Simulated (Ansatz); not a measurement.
# C₅H₅F: up Jacob's ladder to CCSD(T)

How much do the methods differ for C₅H₅F? The plan is to run it at one geometry with functionals of several rungs and with coupled cluster. The yardstick is the atomisation energy at the CCSD(T) limit.

The runs use Ansatz 0.2.0, Gaussian basis; functionals in def2-TZVPP, the program's frozen cores in correlated methods.

The runs, in order: LDA (SPW92), PBE-D4, revPBE-D4, BLYP-D4, r2SCAN-D4, B97M-V, PBE0-D4, B3LYP-D4, r2SCANh-D4, r2SCAN0-D4, HSE06-D4, BHLYP-D4, CAM-B3LYP-D4, LC-ωPBE, ωB97X-V, ωB97M-V, B2PLYP, PBE-QIDH; CCSD(T)/def2-SVP; CCSD(T)/def2-TZVPP; MP2/def2-QZVPP; extrapolation to the limit; RPA on PBE.

### 1 The relaxed structure

All runs share one geometry, relaxed beforehand with PBE0-D4 in a triple-zeta def2 set.

SMILES `FC1=CCC=C1`, 11 atoms, charge 0, spin multiplicity 1.

Atoms are counted from 1 here; the program's logs count them from 0.

Bond lengths: F1–C2 1.330 Å, C2–C3 1.337 Å, C2–C6 1.454 Å, C3–C4 1.492 Å, C3–H7 1.079 Å, C4–C5 1.495 Å, C4–H8 1.098 Å, C4–H9 1.098 Å, C5–C6 1.340 Å, C5–H10 1.081 Å, C6–H11 1.081 Å. Angles: F1–C2–C3 126.7°, F1–C2–C6 121.3°, C3–C2–C6 112.0°, C2–C3–C4 106.9°, C2–C3–H7 127.2°, C4–C3–H7 125.9°, C3–C4–C5 104.2°, C3–C4–H8 112.2°, C3–C4–H9 112.2°, C5–C4–H8 111.2°, C5–C4–H9 111.2°, H8–C4–H9 106.0°, C4–C5–C6 109.4°, C4–C5–H10 123.9°, C6–C5–H10 126.7°, C2–C6–C5 107.5°, C2–C6–H11 124.5°, C5–C6–H11 128.0°.

### 2 LDA

This LDA is Slater exchange with PW92 correlation.

File in.yaml:

```yaml
crystal:
  periodic: [false, false, false]
  atoms:
    - {symbol: F, position_ang: [0.004385, -2.240890, -1.280900]}
    - {symbol: C, position_ang: [0.012758, -1.096728, -0.602957]}
    - {symbol: C, position_ang: [0.421211, -0.918520, 0.657763]}
    - {symbol: C, position_ang: [0.239985, 0.529236, 0.971308]}
    - {symbol: C, position_ang: [-0.320789, 1.109609, -0.287716]}
    - {symbol: C, position_ang: [-0.449587, 0.142431, -1.206083]}
    - {symbol: H, position_ang: [0.809285, -1.667664, 1.330430]}
    - {symbol: H, position_ang: [-0.439500, 0.687408, 1.818704]}
    - {symbol: H, position_ang: [1.185166, 1.014895, 1.246177]}
    - {symbol: H, position_ang: [-0.574059, 2.153400, -0.409472]}
    - {symbol: H, position_ang: [-0.823457, 0.229821, -2.216854]}
basis:
  gaussian: {orbitals: def2-TZVPP}
hamiltonian: {xc: lda}
output: {orbitals: {seedname: orbitals}}
```

After this run come: PBE-D4 (GGA); revPBE-D4 (GGA); BLYP-D4 (GGA); r2SCAN-D4 (meta-GGA); B97M-V (meta-GGA); PBE0-D4 (hybrid); B3LYP-D4 (hybrid); r2SCANh-D4 (hybrid); r2SCAN0-D4 (hybrid); HSE06-D4 (hybrid); BHLYP-D4 (hybrid); CAM-B3LYP-D4 (range-separated); LC-ωPBE-D4 (range-separated); ωB97X-V (range-separated); ωB97M-V (range-separated); B2PLYP (double hybrid); PBE-QIDH (double hybrid); CCSD(T) in def2-SVP; CCSD(T) in def2-TZVPP; MP2 in def2-QZVPP; RPA on PBE orbitals.

Q: Predict the results of all the runs planned. Wanted: atomisation energy, CCSD(T)/CBS; farthest beyond LDA; mean size of error, GGA; mean size of error, meta-GGA; mean size of error, hybrid; mean size of error, range-separated; mean size of error, double hybrid; gap, smallest and largest; T1 diagnostic.

**Answer**, as computed:

| quantity | value |
| --- | --- |
| atomisation energy, CCSD(T)/CBS | 4963.7 kJ/mol |
| functionals within 24.8 kJ/mol (0.5 %) | BLYP-D4, B3LYP-D4, r2SCANh-D4, ωB97X-V |
| farthest beyond LDA | PBE-D4 (+205.9 kJ/mol) |
| mean size of error, GGA | 97.4 kJ/mol |
| mean size of error, meta-GGA | 38.7 kJ/mol |
| mean size of error, hybrid | 68.7 kJ/mol |
| mean size of error, range-separated | 31.0 kJ/mol |
| mean size of error, double hybrid | 30.3 kJ/mol |
| gap, smallest and largest | 3.85 eV (BLYP-D4), 10.78 eV (LC-ωPBE) |
| T1 diagnostic | 0.0117 |
| triples share of the correlation energy | 4.4 % |

What this shows: LDA overbinds by 838.0 kJ/mol (17 %). PBE-D4 is off by +205.9 kJ/mol. Double hybrids carry the basis error of their MP2 part in triple zeta, and no dispersion term here, so their miss is partly the set-up's. By mean error the best rung here is double hybrid (30.3 kJ/mol) and the worst beyond LDA is GGA (97.4 kJ/mol). The gap between the best rungs is small, so their order is not settled. The reference freezes the cores and leaves out relativity and excitations past (T), so misses under about 24.8 kJ/mol can't be ranked. Hartree-Fock recovers 73 % of the binding; the rest is correlation. CCSD(T) in def2-SVP is off by -180.5 kJ/mol, so the small basis spoils what the method gains. Orbital gaps span 3.8 to 10.8 eV; exact exchange widens them. The restricted reference is unstable towards a spin-broken one.
